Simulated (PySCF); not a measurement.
## How the method moves the HOMO and LUMO of `C=C/C(F)=C/C`

Species: C5H7F.
Cartesian coordinates in Å at the PBE0-D3(BJ)/def2-SVP level; atoms count from 1:
```
atom  x, y, z in Å
C1     2.118    1.227    1.046
C2     1.351    0.796    0.037
C3     0.115    0.054    0.213
F4    -0.211   -0.184    1.493
C5    -0.683   -0.387   -0.771
C6    -1.948   -1.144   -0.575
H7     3.039    1.782    0.856
H8     1.842    1.034    2.085
H9     1.633    0.992   -1.001
H10   -0.359   -0.159   -1.790
H11   -2.813   -0.581   -0.966
H12   -2.128   -1.352    0.488
H13   -1.926   -2.103   -1.118
```

Basis pcSseg-1 throughout (PySCF), one geometry. Isolated species at its PBE0-D3(BJ)/def2-SVP geometry (one conformer only).

How do the orbital energies, the gap and the dipole change with the method?

```csv
method,kind,HOMO (eV),LUMO (eV),gap (eV),μ (D),SCF cycles
BLYP,GGA,-5.40,-1.58,3.82,1.25,15
B97-D,GGA,-5.51,-1.65,3.86,1.27,15
OPBE,GGA,-5.52,-1.65,3.87,1.22,16
KT3,GGA,-5.56,-1.68,3.88,1.23,16
PBE,GGA,-5.56,-1.74,3.83,1.24,15
KT2,GGA,-5.57,-1.70,3.86,1.24,16
BP86,GGA,-5.67,-1.84,3.83,1.26,15
LDA,LDA,-5.75,-1.96,3.79,1.33,15
B97-2,global hybrid,-6.36,-0.89,5.48,1.33,14
B3LYP,global hybrid,-6.39,-1.03,5.36,1.34,14
PBE0,global hybrid,-6.60,-0.84,5.76,1.33,14
mPW1PW91,global hybrid,-6.63,-0.86,5.77,1.35,14
BHandHLYP,global hybrid,-7.48,0.24,7.71,1.43,12
CAM-B3LYP,range-separated hybrid,-7.82,0.28,8.11,1.36,13
wB97X-D,range-separated hybrid,-8.36,0.89,9.25,1.34,13
HF,Hartree–Fock,-8.73,2.93,11.67,1.52,10
LC-wPBE,range-separated hybrid,-9.14,1.34,10.47,1.33,13
```

The HOMO spans 3.73 eV, from BLYP down to LC-wPBE, and the gap runs from 3.79 eV (LDA) to 11.67 eV (HF). Over the methods BLYP (0 %), B97-D (0 %), OPBE (0 %), KT3 (0 %), PBE (0 %), KT2 (0 %), BP86 (0 %), LDA (0 %), B97-2 (21 %), B3LYP (20 %), PBE0 (25 %), mPW1PW91 (25 %), BHandHLYP (50 %), HF (100 %), a straight line through the gap against the share of exact exchange rises by 0.78 eV for each 10 % (correlation coefficient 1.000). The dipole ranges from 1.22 D (OPBE) to 1.52 D (HF). This basis has no diffuse functions.
